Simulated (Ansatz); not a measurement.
Compare A (`[CH2]COC`•) with its isomer B (`[CH2]OCC`•).

Program: Ansatz. Geometries: PBE0-D4/def2-TZVP. ΔE: electronic, gas phase. CCSD(T)/CBS is the MP2 limit (def2-TZVPP, def2-QZVPP) plus CCSD(T) − MP2 in def2-TZVPP, frozen cores. DFT in def2-TZVPP. B3LYP here is the variant with VWN-RPA as its local correlation; programs differ in this. Open shells (•) are unrestricted, without spin–orbit coupling. Each species was taken in one conformer, which may not be the lowest.

A:

```xyz
11

C     0.9062    1.4495   -0.9296
C     0.4620    0.4684    0.0740
O    -0.4987   -0.3876   -0.4838
C    -0.9755   -1.3244    0.4395
H     0.3550    1.5622   -1.8527
H     1.7289    2.1162   -0.7098
H     1.3207   -0.1151    0.4563
H     0.0373    0.9806    0.9616
H    -1.7140   -1.9432   -0.0705
H    -0.1684   -1.9704    0.8141
H    -1.4536   -0.8362    1.3008
```

B:

Z-matrix (Å, degrees):
```
C
O 1 1.417
C 1 1.505 2 108.7
H 1 1.097 2 109.1 3 121.3
H 1 1.098 2 109.1 3 -121.2
C 2 1.345 1 115.0 3 178.0
H 3 1.092 1 110.8 2 -60.2
H 3 1.091 1 110.7 2 60.1
H 3 1.092 1 110.1 2 179.9
H 6 1.081 2 114.2 1 -177.2
H 6 1.086 2 118.7 1 -22.9
```

(1) Which isomer does CCSD(T)/CBS put lower? Give the gap. (Best estimate.)

(2) Give E(B) − E(A) in kcal/mol with PBE-D4, r2SCAN-D4, B3LYP, MP2/def2-TZVPP, CCSD/def2-TZVPP, ωB97M-V, LDA (SPW92). (An estimate is asked.)

(3) Does the order hold for the free energy at 298.15 K (harmonic terms from PBE0-D4)? (Best estimate.)

Largest T1 diagnostic: 0.015.

## Answers

(1) Ansatz gave: B, by 7.0 kcal/mol.

(2) Ansatz gave: PBE-D4 -8.1, r2SCAN-D4 -6.6, B3LYP -7.5, MP2/def2-TZVPP -6.9, CCSD/def2-TZVPP -6.5, ωB97M-V -7.5, LDA (SPW92) -9.5. None reverses the order clearly.

(3) Ansatz gave: Yes: G(B) − G(A) = -5.6 kcal/mol, for one conformer each.

Leaving LDA and LC-ωPBE aside and taking each functional with its dispersion term where it has one, the values, not all of them listed here, spread over 1.8 kcal/mol, from BLYP-D4 to r2SCAN0-D4. LDA lies −1.4 kcal/mol from PBE without D4. In def2-TZVPP, CCSD(T) changes the Hartree–Fock value by −2.6 kcal/mol (the triples alone add −0.5 kcal/mol) and MP2 by −2.5 kcal/mol.
